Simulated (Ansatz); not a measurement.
Mulliken charges of CH2F2NP, SMILES `FC(F)=NP` from B3LYP/def2-TZVPP in Ansatz (PBE0-D4/def2-TZVP geometry).

| atom | x (Å) | y (Å) | z (Å) | charge (e) |
| --- | --- | --- | --- | --- |
| F1 | 1.346 | -0.463 | 1.144 | -0.165 |
| C2 | 0.286 | -1.002 | 0.568 | 0.365 |
| F3 | 0.070 | -2.169 | 1.121 | -0.146 |
| N4 | -0.407 | -0.526 | -0.329 | -0.244 |
| P5 | -0.089 | 0.917 | -1.192 | 0.130 |
| H6 | 0.285 | 1.798 | -0.136 | 0.019 |
| H7 | -1.429 | 1.376 | -1.222 | 0.040 |

Task: By hand: the dipole of these point charges (1 e Å = 4.8032 D).

Result: Σ q r = (-0.092, 0.364, -0.271) e Å, of length 0.463 e Å = 2.22 D.

Task: How does the dipole of the full density compare? (Estimate.)

Result: Computed: (0.018, 0.232, 0.040) e Å, 1.13 D; the point charges give 1.96 times that, at 49° from its direction.

Point charges leave out the atoms' own dipoles, such as those of lone pairs, and Mulliken's split depends on the basis, so the two needn't agree.

B3LYP here is the variant with VWN-RPA as its local correlation; programs differ in this.
